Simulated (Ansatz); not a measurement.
Tetramethylammonium chloride, `C[N+](C)(C)C.[Cl-]`. The state is a singlet with charge 0. Geometry PBE-D4/def2-SVP; atoms count from 1.

```xyz
18

C    -0.3838   -0.6763   -1.5193
N    -0.0485   -0.0855   -0.1921
C     1.4432    0.1040   -0.0580
C    -0.5157   -0.9894    0.9233
C    -0.7159    1.2586   -0.0268
H     0.1155   -1.6585   -1.6164
H    -1.4798   -0.8050   -1.5933
H    -0.0321    0.0026   -2.3185
H     1.7807    0.7828   -0.8633
H     1.5998    0.5503    0.9650
H     1.9293   -0.8841   -0.1590
H    -1.6113   -1.1109    0.8360
H    -0.0103   -1.9668    0.8128
H    -0.2224   -0.4670    1.8780
H    -1.8097    1.1151   -0.1045
H    -0.3574    1.9257   -0.8326
H    -0.4086    1.6246    0.9939
Cl    0.7270    1.2799    2.8746
```

Question: Estimate the Mulliken populations from the PBE0/def2-TZVP orbitals of Ansatz.

Answer: 
| atom | charge (e) |
| --- | --- |
| C1 | -0.30 |
| N2 | 0.03 |
| C3 | -0.29 |
| C4 | -0.29 |
| C5 | -0.29 |
| H6 | 0.16 |
| H7 | 0.16 |
| H8 | 0.16 |
| H9 | 0.13 |
| H10 | 0.19 |
| H11 | 0.13 |
| H12 | 0.13 |
| H13 | 0.13 |
| H14 | 0.19 |
| H15 | 0.13 |
| H16 | 0.13 |
| H17 | 0.19 |
| Cl18 | -0.72 |
Mulliken values depend strongly on the basis.

Question: And the Mayer bond orders between heavy atoms (over 0.3)?

Answer: C1–N2 0.94 (1.49 Å); N2–C3 0.92 (1.51 Å); N2–C4 0.92 (1.51 Å); N2–C5 0.92 (1.51 Å).
